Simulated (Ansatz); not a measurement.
# AlNH (quartet): the correlation ladder, cc-pVDZ

Aim: climb from Hartree-Fock through coupled cluster and multireference methods for AlNH (quartet) at one geometry and basis, and see what each rung misses.

The runs use Ansatz 0.2.0, Gaussian basis; cc-pVDZ, core rule «outside noble gas», up to 6 orbitals frozen.

To be run: UHF; CCSD(T) on ROHF; CCSD(T) on UHF; BCCD(T) on ROHF; CISD; CCSDT(Q) on ROHF; CCSDT(Q) on UHF; CASSCF and MRCISD+Q, 9 electrons in 9 orbitals; CASSCF and MRCISD+Q(relaxed), 9 electrons in 9 orbitals; CASSCF and NEVPT2, 9 electrons in 9 orbitals.

32 further runs of the same task are left out: 8 for a known fault of the program, 7 that didn't finish, 17 set aside as unsound or not needed.

### 1 The geometry

The geometry is a PBE0/def2-TZVP stationary point (not a proven minimum).

3 atoms, charge 0, spin multiplicity 4.

Atoms are counted from 1 here; the program's logs count them from 0.

Bond lengths: Al1–N2 1.919 Å, Al1–H3 1.612 Å. Angles: N2–Al1–H3 112.5°.

### 2 UHF

in.yaml reads:

```yaml
crystal:
  periodic: [false, false, false]
  atoms:
    - {symbol: Al, position_ang: [0.000000, -0.104664, 0.617425]}
    - {symbol: N, position_ang: [0.000000, 0.107524, -1.289743]}
    - {symbol: H, position_ang: [0.000000, 1.307572, 1.394905]}
basis:
  gaussian: {orbitals: cc-pVDZ}
magnetization: {spin_polarized: true, initial_magnetization: 3}
hamiltonian: {xc: hf}
output: {orbitals: {seedname: orbitals}}
```

The run is started by

```sh
ansatz run in.yaml --threads 1 --pin off --events-out ev --progress --plain --max-ram 2393MiB
```

Further steps of the session: CCSD(T) on ROHF; CCSD(T) on UHF; BCCD(T) on ROHF; CISD; CCSDT(Q) on ROHF; CCSDT(Q) on UHF; CASSCF and MRCISD+Q, 9 electrons in 9 orbitals; CASSCF and MRCISD+Q(relaxed), 9 electrons in 9 orbitals; CASSCF and NEVPT2, 9 electrons in 9 orbitals.

**Question.** What will the summary of the whole plan be? Wanted: UCCSDT(Q) below the RHF energy; RMP2 from UCCSDT(Q); UMP2 from UCCSDT(Q); RCCSD from UCCSDT(Q); RCCSD(T) from UCCSDT(Q); UCCSD(T) from UCCSDT(Q); RCCSDT(Q) from UCCSDT(Q); NEVPT2 valence from UCCSDT(Q); MRCISD+Q valence from UCCSDT(Q).

**Answer**, as computed:

| quantity | value |
| --- | --- |
| UCCSDT(Q) below the RHF energy | -4.9638 eV |
| RMP2 from UCCSDT(Q) | +22.35 kcal/mol |
| UMP2 from UCCSDT(Q) | +22.14 kcal/mol |
| RCCSD from UCCSDT(Q) | +3.36 kcal/mol |
| RCCSD(T) from UCCSDT(Q) | +0.87 kcal/mol |
| UCCSD(T) from UCCSDT(Q) | +0.83 kcal/mol |
| RCCSDT(Q) from UCCSDT(Q) | +0.06 kcal/mol |
| NEVPT2 valence from UCCSDT(Q) | +18.45 kcal/mol |
| MRCISD+Q valence from UCCSDT(Q) | +0.59 kcal/mol |
| MRCISD+Q(relaxed) valence from UCCSDT(Q) | -0.34 kcal/mol |
| levels within 1 kcal/mol (43 meV) | RCCSD(T), UCCSD(T), BCCD(T), RCCSDT, UCCSDT, RCCSDT(Q), MRCISD+Q valence, MRCISD+Q(relaxed) valence |
| T1 diagnostic | 0.035 |
| effectively unpaired electrons | 3.01 |

In words: RCCSD(T) misses by +0.87 kcal/mol, 0.8 % of the correlation energy. One determinant dominates. Of the multireference levels listed MRCISD+Q(relaxed) valence comes nearest in total energy (-0.34 kcal/mol), which doesn't show that its space is the better one. These misses are within one basis, not against nature; the frozen cores of restricted and unrestricted runs differ, which can shift their rows.
